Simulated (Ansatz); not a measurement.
Steps of a relaxation of C₂H₆O₂ (`COCO`) with RKS PBE0-D4/def2-TZVP.

```sh
$ ansatz run in.yaml --threads 2 --pin off --events-out ev --progress --plain --max-ram 32768MiB --backend cpu
```

```yaml
crystal:
  periodic: [false, false, false]
  atoms:
    - {symbol: C, position_ang: [-0.336030, -0.070870, 1.296310]}
    - {symbol: O, position_ang: [-0.524630, -0.684570, 0.037100]}
    - {symbol: C, position_ang: [0.409620, -0.296190, -0.921510]}
    - {symbol: O, position_ang: [0.266600, 1.029240, -1.327870]}
    - {symbol: H, position_ang: [-1.149260, -0.415930, 1.930450]}
    - {symbol: H, position_ang: [0.625000, -0.368200, 1.730660]}
    - {symbol: H, position_ang: [-0.367110, 1.019620, 1.213280]}
    - {symbol: H, position_ang: [0.269840, -0.993080, -1.760730]}
    - {symbol: H, position_ang: [1.437220, -0.377500, -0.538120]}
    - {symbol: H, position_ang: [-0.631250, 1.157480, -1.659570]}
basis:
  gaussian: {orbitals: def2-TZVP}
hamiltonian: {xc: pbe0, dispersion: d4}
relax: {f_tol: 0.005, max_steps: 150}
```

Positions (Å) and forces (eV/Å) along the path, 8 of 8 steps:

```xyz
10
step=1 energy=-6261.1278 eV
C    -0.336   -0.071    1.296   -0.016   -0.016   -0.267
O    -0.525   -0.685    0.037    0.102    0.030   -0.031
C     0.410   -0.296   -0.922   -0.109   -0.212   -0.067
O     0.267    1.029   -1.328   -0.098    0.241    0.007
H    -1.149   -0.416    1.930   -0.003    0.016    0.107
H     0.625   -0.368    1.731    0.029   -0.009    0.063
H    -0.367    1.020    1.213   -0.011    0.002    0.051
H     0.270   -0.993   -1.761    0.011    0.064    0.120
H     1.437   -0.378   -0.538   -0.084    0.018   -0.013
H    -0.631    1.157   -1.660    0.178   -0.134    0.029
10
step=2 energy=-6261.1328 eV
C    -0.336   -0.073    1.294   -0.019   -0.023   -0.132
O    -0.529   -0.685    0.035    0.036    0.033    0.033
C     0.404   -0.295   -0.921   -0.021   -0.105    0.015
O     0.267    1.035   -1.318   -0.063    0.119   -0.009
H    -1.140   -0.420    1.941    0.000    0.002    0.037
H     0.629   -0.366    1.726    0.019   -0.005    0.019
H    -0.373    1.018    1.218   -0.005   -0.002    0.012
H     0.267   -0.988   -1.760   -0.008    0.036    0.035
H     1.428   -0.378   -0.533   -0.021   -0.002   -0.010
H    -0.618    1.151   -1.682    0.082   -0.054    0.000
10
step=3 energy=-6261.1350 eV
C    -0.337   -0.075    1.293   -0.003   -0.001    0.035
O    -0.534   -0.684    0.038    0.008    0.001   -0.004
C     0.399   -0.293   -0.916   -0.007   -0.007   -0.003
O     0.268    1.043   -1.305   -0.065   -0.007   -0.019
H    -1.127   -0.432    1.954    0.010    0.000   -0.013
H     0.637   -0.357    1.716   -0.006    0.009   -0.004
H    -0.388    1.016    1.224    0.001   -0.001    0.002
H     0.256   -0.977   -1.758    0.001   -0.003   -0.013
H     1.422   -0.384   -0.529    0.000    0.001    0.004
H    -0.596    1.144   -1.718    0.062    0.008    0.015
10
step=4 energy=-6261.1352 eV
C    -0.336   -0.076    1.297   -0.005   -0.005    0.005
O    -0.537   -0.683    0.041    0.001   -0.009    0.003
C     0.395   -0.293   -0.915   -0.025    0.005    0.008
O     0.267    1.043   -1.303    0.082    0.010    0.018
H    -1.119   -0.443    1.960   -0.003   -0.006    0.003
H     0.642   -0.349    1.713    0.002    0.002   -0.006
H    -0.399    1.015    1.233    0.001    0.007   -0.007
H     0.252   -0.977   -1.758   -0.004    0.008    0.000
H     1.417   -0.388   -0.527   -0.004    0.011   -0.010
H    -0.582    1.151   -1.741   -0.045   -0.024   -0.014
10
step=5 energy=-6261.1354 eV
C    -0.338   -0.075    1.297    0.001    0.005    0.001
O    -0.537   -0.684    0.041   -0.003    0.001   -0.007
C     0.395   -0.294   -0.915    0.009   -0.006    0.007
O     0.272    1.043   -1.301   -0.004    0.009   -0.003
H    -1.116   -0.446    1.962    0.001   -0.002   -0.002
H     0.644   -0.343    1.711    0.001    0.001   -0.002
H    -0.406    1.015    1.231   -0.001   -0.003    0.001
H     0.248   -0.975   -1.760   -0.004   -0.001    0.003
H     1.418   -0.391   -0.530    0.003   -0.006    0.002
H    -0.579    1.150   -1.737   -0.002    0.001    0.001
10
step=6 energy=-6261.1354 eV
C    -0.338   -0.075    1.296   -0.002    0.006   -0.002
O    -0.540   -0.682    0.040    0.006   -0.005   -0.002
C     0.394   -0.295   -0.915    0.005   -0.004    0.005
O     0.274    1.043   -1.302   -0.003    0.010   -0.004
H    -1.114   -0.449    1.963   -0.003   -0.003   -0.001
H     0.645   -0.341    1.707    0.004   -0.002   -0.001
H    -0.409    1.015    1.233   -0.001    0.004    0.001
H     0.248   -0.976   -1.759   -0.005    0.000    0.002
H     1.417   -0.392   -0.528    0.001   -0.007    0.002
H    -0.578    1.150   -1.736   -0.001    0.001    0.000
10
step=7 energy=-6261.1354 eV
C    -0.339   -0.073    1.296   -0.002    0.000    0.002
O    -0.539   -0.683    0.040    0.000    0.001    0.004
C     0.395   -0.296   -0.915   -0.001    0.000   -0.005
O     0.277    1.043   -1.300   -0.004   -0.003   -0.001
H    -1.111   -0.452    1.964    0.001    0.000   -0.001
H     0.647   -0.334    1.704    0.000    0.001    0.000
H    -0.416    1.016    1.232    0.000   -0.001    0.000
H     0.245   -0.976   -1.760    0.001    0.000   -0.002
H     1.417   -0.398   -0.529    0.000    0.001    0.000
H    -0.575    1.152   -1.733    0.006    0.001    0.002
10
step=8 energy=-6261.1354 eV
C    -0.339   -0.073    1.296    0.000   -0.001    0.000
O    -0.539   -0.683    0.040   -0.001   -0.001    0.000
C     0.395   -0.297   -0.915    0.000    0.002    0.001
O     0.279    1.042   -1.299    0.000   -0.002    0.000
H    -1.109   -0.455    1.965    0.001    0.000   -0.001
H     0.648   -0.329    1.703   -0.001    0.001    0.000
H    -0.421    1.016    1.233    0.000    0.000    0.000
H     0.244   -0.976   -1.761    0.000    0.000    0.000
H     1.417   -0.400   -0.530    0.000    0.000    0.000
H    -0.573    1.154   -1.732    0.000    0.000    0.000
```

Run time 26 s (2 threads of an AMD EPYC 7R13 on a shared host); peak host memory 0.34 GiB.
